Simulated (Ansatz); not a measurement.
## Predicting a hybrid from its neighbours: CH3F (fluoromethane)

CH3F has 5 atoms, charge 0, and is taken as a singlet. SMILES: `CF`. The coordinates come from a PBE0-D4/def2-TZVP relaxation.

The HOMO–LUMO gap y, in eV, basis def2-TZVPP; a is the functional's share of exact exchange. Programs: Ansatz 0.2.0.

```
functional  program     a  y (eV)
    r2SCAN   Ansatz     0    9.99
       PBE   Ansatz     0    8.77
     B3LYP   Ansatz   0.2       ?
   r2SCAN0   Ansatz  0.25   12.41
      PBE0   Ansatz  0.25   11.49
     BHLYP   Ansatz   0.5   13.86
```

Task: Fit y = c + s·a to the known rows and predict B3LYP.

Result: 
1. Means of the 5 rows: a = 0.2000, y = 11.304.
2. Σ(Δa)² = 0.175, Σ(Δa·Δy) = 1.601, so the slope is 1.601/0.175 = 9.1486.
3. Intercept: 11.304 − (9.1486) × 0.2000 = 9.474. The largest residual of the fit is 0.70.
4. B3LYP: 9.474 + (9.1486) × 0.2 = 11.30 eV.

The run gave 10.85 eV, so the prediction is off by +0.45 eV, within the scatter of the fit. Exact exchange lowers occupied levels and raises empty ones. The rows mix families of semi-local functionals, which the line can't see.
